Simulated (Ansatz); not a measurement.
# H₃S+ (singlet): the correlation ladder at distance S1–H2 = 1.920 Å, cc-pVDZ

The task here is to estimate one member of a computed series from the others.

Program: Ansatz 0.2.0, Gaussian basis. Level of theory: cc-pVDZ, core rule «outside noble gas», up to 5 orbitals frozen. These are calculated values, not measurements.

To be run: UHF; CCSD(T) on RHF; CCSD(T) on UHF; BCCD(T) on RHF; CISD; CCSDT(Q) on RHF; CCSDT(Q) on UHF; CCSDTQ on RHF; CASSCF and MRCISD+Q, 2 electrons in 2 orbitals; CASSCF and NEVPT2, 2 electrons in 2 orbitals; CASSCF and MRCISD+Q, 8 electrons in 7 orbitals; CASSCF and NEVPT2, 8 electrons in 7 orbitals.

13 further runs of the same task are left out: 12 that didn't finish, 1 set aside as unsound or not needed.

### The geometry

The geometry derives from a PBE0/def2-TZVP stationary point (not a proven minimum). One bond is set to the value named and the two fragments are kept rigid.

4 atoms, charge 1, spin multiplicity 1.

Atoms are counted from 1 here; the program's logs count them from 0.

Bond lengths: S1–H3 1.357 Å, S1–H4 1.357 Å. Angles: H3–S1–H4 94.1°.

Set-up of the first run:

in.yaml

```yaml
crystal:
  periodic: [false, false, false]
  atoms:
    - {symbol: S, position_ang: [-0.013248, -0.000138, -0.071173]}
    - {symbol: H, position_ang: [1.603848, 0.017055, 0.963769]}
    - {symbol: H, position_ang: [-0.601796, 0.987317, 0.650240]}
    - {symbol: H, position_ang: [-0.580615, -0.999971, 0.650160]}
basis:
  gaussian: {orbitals: cc-pVDZ}
total_charge: 1
magnetization: {spin_polarized: true, initial_magnetization: 0}
hamiltonian: {xc: hf}
output: {orbitals: {seedname: orbitals}}
```

Launch:

```
$ ansatz run in.yaml --threads 1 --pin off --events-out ev --progress --plain --max-ram 2393MiB
```

Steps of the session up to this table: UHF; CCSD(T) on RHF; CCSD(T) on UHF; BCCD(T) on RHF; CISD; CCSDT(Q) on RHF; CCSDT(Q) on UHF; CCSDTQ on RHF; CASSCF and MRCISD+Q, 2 electrons in 2 orbitals; CASSCF and NEVPT2, 2 electrons in 2 orbitals; CASSCF and MRCISD+Q, 8 electrons in 7 orbitals; CASSCF and NEVPT2, 8 electrons in 7 orbitals.

One table of the session follows, with a row left open; its other results are not shown here.

```
          method  from RCCSDTQ (kJ/mol)
             RHF                 +500.3
             UHF                 +497.2
            RMP2                  +95.1
            CISD                  +45.0
           RCCSD                  +16.0
        RCCSD(T)                   +2.7
         BCCD(T)                   +2.7
          RCCSDT                   +0.9
       RCCSDT(Q)                   +0.1
         RCCSDTQ                      0
     CASSCF pair                 +412.0
     NEVPT2 pair                  +71.4
     MRCISD pair                  +26.8
   MRCISD+Q pair                   -0.4
  CASSCF valence                 +307.1
  NEVPT2 valence                  +65.8
  MRCISD valence                  +14.3
MRCISD+Q valence                      ?
```

**Question.** Estimate the row for MRCISD+Q valence.

As computed: from RCCSDTQ (kJ/mol): -0.2. In the column «from RCCSDTQ (kJ/mol)» it lies between MRCISD+Q pair (-0.4) and RCCSDTQ (0).

Not comparable, so not listed: CCSD(T) on UHF; CCSDT(Q) on UHF (they don't share determinant, frozen orbitals or solution with the rows shown, or repeat one).
